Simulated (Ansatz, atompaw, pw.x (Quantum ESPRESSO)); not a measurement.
# Equation-of-state test of one PAW (atompaw) potential (Li)

atompaw 4.2.0.5 input, output lines left out:

```
Li 3
LDA-PW scalarrelativistic loggrid 1500 logderivrange -6 5 276
2 2 0 0 0 0
2 0 1
2 1 0
0 0 0
v
v
v
2
3.00 1.28 2.30 1.90
n
y
0.3
n
y
0.05
n
custom rrkj gramschmidtortho besselshape
bessel
0.75
3.00
3.00
3.00
3.00
```

Atomic tests: cutoffs needed: 80 Ry and 100 Ry (the cutoffs (Ry, on a coarse ladder) from which the occupation-weighted sum of valence levels, in a spherical-Bessel basis at the reference potential, stays within 10 and 1 mRy of its value at 400 Ry); ghost test: no extra level below or beside the all-electron valence levels (s, p, d, f tested) (spherical-Bessel basis up to 400 Ry, 20 bohr box); lowest eigenvalue of the overlap operator: 0.62 (s channel).

Crystal test: bcc Li in pw.x 7.5, no spin, 14³ k-points, Fermi–Dirac smearing 0.01 Ry, cutoffs 120/900 Ry. The reference is all-electron LAPW (Ansatz 0.2.0) with the same functional, mesh and smearing; V0 and B0 come from Birch–Murnaghan fits to the pressures at five volumes. Errors are pseudo minus all-electron; Δ is the rms difference of the E(V) curves that follow from these fits, minima aligned, over ±6 % about the mean V0. Mesh and smearing are coarse, so the numbers serve the comparison and aren't converged zero-temperature values; the lattice is a test structure that the element need not adopt.

All-electron: a0 = 3.366 Å (V0 = 19.06 Å³/atom), B0 = 15.0 GPa.

Q: How far does the potential miss the all-electron equation of state?

A: mean pressure error (GPa): -0.16; a0 (Å): 3.354; a0 error (%): -0.36; B0 error (%): +2.6; Δ (meV/atom): 0.7. The largest radius (3.00 bohr) exceeds half the bond length (2.76 bohr), so the spheres overlap, which is one possible source of error among others.

```
V (Å³/atom)  P all-electron (GPa)  P pseudo (GPa)
     18.133                  0.82            0.65
     18.610                  0.38            0.21
     19.087                 -0.02           -0.18
     19.564                 -0.37           -0.53
     20.041                 -0.69           -0.84
```

Q: At the middle volume, how do free energy and pressure move when the wave cutoff is lowered (ecutrho held at 900 Ry)?

A:

```tsv
cutoff (Ry)	shift of F (meV/atom)	shift of P (GPa)
54	+1097.9	-30.82
72	+183.3	-8.04
96	+7.1	-0.68
```

The run at the middle volume (104 k-points, 5 iterations) took about 14 s on one core of a shared host (Intel(R) Xeon(R) 6975P-C, 192 threads, 378 GiB, load 36).
